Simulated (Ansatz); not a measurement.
# [BF2]+ (SMILES F[B+]F) at BHLYP/cc-pVTZ

Aim: the vertical ionisation energy of [BF2]+ at BHLYP/cc-pVTZ, from 2 runs. 

Program for the calculation: Ansatz 0.2.0.

6 further runs of the same task are left out: 3 that didn't finish, 3 set aside as unsound or not needed.

## 1. The molecule

[BF2]+ has 3 atoms, charge +1, and is taken as a singlet. SMILES: `F[B+]F`. The shape is that of a PBE0-D4/def2-TZVP optimisation.

Bond lengths: F1–B2 1.226 Å, B2–F3 1.226 Å. Angles: F1–B2–F3 180.0°.

## 2. The energy at BHLYP/cc-pVTZ

Contents of molecule.yaml:

```yaml
crystal:
  periodic: [false, false, false]
  atoms:
    - symbol: F
      position_ang: [0.329710, 1.140520, 0.307700]
    - symbol: B
      position_ang: [0.000000, -0.000000, 0.000000]
    - symbol: F
      position_ang: [-0.329720, -1.140520, -0.307700]
basis:
  gaussian: {orbitals: cc-pVTZ}
total_charge: 1
magnetization: {spin_polarized: false}
hamiltonian: {xc: {name: BHLYP}}
accuracy: high
output: {orbitals: {seedname: orbitals}}
```

On the command line:

```sh
$ ansatz run molecule.yaml --threads 1 --pin off --max-ram 3480MiB --events-out events.jsonl --progress --plain --runs-dir runs
```

The log of the run:

```text
Warning: RAYON_NUM_THREADS=1 ignored (pool sized by the plan → 1); use --threads N
Functional definition: BHLYP
  name "BHLYP"
  parameter a = 0.5
  exchange = (1 - a)*b88_x + a*exact_x
  correlation = lyp_c
1354 factors; integrals over basis functions are off by at most 4.1e-9 eV
mean field evaluation 1: about -6094.3428 eV, gradient 8.1e1 eV
mean field evaluation 2: about -6089.3236 eV, gradient 1.0e2 eV
mean field evaluation 4: about -6102.4512 eV, gradient 5.2e-1 eV
mean field evaluation 8: about -6102.4526 eV, gradient 9.1e-3 eV
mean field evaluation 16: about -6102.4526 eV, gradient 3.8e-8 eV
mean field -6102.45263523 eV, -224.2609979538 hartree, gradient 3.7e-8 eV, S^2 0.000000; 0 other end points of the search recorded, 0 dependent functions left out
reference -6102.45265250 eV, -224.2609985882 hartree; 11, 11 occupied and 79, 79 virtual orbitals, 1354 factors
Total energy: -6102.45265250 eV, -224.2609985882 hartree
```

Wall time 2 s (1 thread of Arm Neoverse V2, shared host); peak memory 0.17 GiB.

## 3. Doublet [BF2]2+, same level

Contents of run.yaml:

```yaml
basis:
  gaussian:
    orbitals: cc-pVTZ
crystal:
  periodic: [false, false, false]
  atoms:
    - {symbol: F, position_ang: [0.329710, 1.140520, 0.307700]}
    - {symbol: B, position_ang: [0.000000, -0.000000, 0.000000]}
    - {symbol: F, position_ang: [-0.329720, -1.140520, -0.307700]}
total_charge: 2
magnetization:
  spin_polarized: true
  initial_magnetization: 1
hamiltonian:
  xc: {name: BHLYP}
accuracy: high
output: {orbitals: {seedname: orbitals}}
```

On the command line:

```sh
$ ansatz run run.yaml --threads 1 --pin off --max-ram 3480MiB --events-out events.jsonl --progress --plain --runs-dir runs
```

The log of the run:

```text
Warning: RAYON_NUM_THREADS=1 ignored (pool sized by the plan → 1); use --threads N
[... 5 set-up lines as earlier in the session ...]
1356 factors; integrals over basis functions are off by at most 4.1e-9 eV
mean field evaluation 1: about -6065.4730 eV, gradient 6.5e1 eV
mean field evaluation 2: about -6062.1908 eV, gradient 7.3e1 eV
mean field evaluation 4: about -6075.9419 eV, gradient 7.7e-1 eV
mean field evaluation 8: about -6075.9907 eV, gradient 6.6e-2 eV
mean field evaluation 16: about -6075.9908 eV, gradient 8.6e-6 eV
mean field evaluation 32: about -6075.9908 eV, gradient 7.8e-6 eV
mean field -6075.99078405 eV, -223.2885428595 hartree, gradient 7.4e-9 eV, S^2 0.794567; 2 other end points of the search recorded, 0 dependent functions left out
reference -6075.99079868 eV, -223.2885433969 hartree; 11, 10 occupied and 79, 80 virtual orbitals, 1356 factors
Total energy: -6075.99079868 eV, -223.2885433969 hartree
```

It took 17 s on 1 thread of Arm Neoverse V2, shared host; peak memory 0.27 GiB.

## 4. What came out

Level: BHLYP/cc-pVTZ.

| quantity | value |
| --- | --- |
| singlet [BF2]+: total energy | -224.26100 Eh |
| singlet [BF2]+: HOMO energy | -24.81 eV |
| singlet [BF2]+: LUMO energy | -7.48 eV |
| singlet [BF2]+: HOMO–LUMO gap | 17.33 eV |
| doublet [BF2]2+: total energy | -223.28854 Eh |
| doublet [BF2]2+: HOMO energy (highest over α and β) | -33.42 eV |
| doublet [BF2]2+: LUMO energy (lowest over α and β) | -28.15 eV |
| doublet [BF2]2+: ⟨S²⟩ | 0.795 |
| vertical ionisation energy (to the doublet dication) | 26.462 eV |

The vertical ionisation energy comes to 26.46 eV (2553 kJ/mol). −ε(HOMO) before ionisation, 24.81 eV, is 1.65 eV below this ionisation energy.
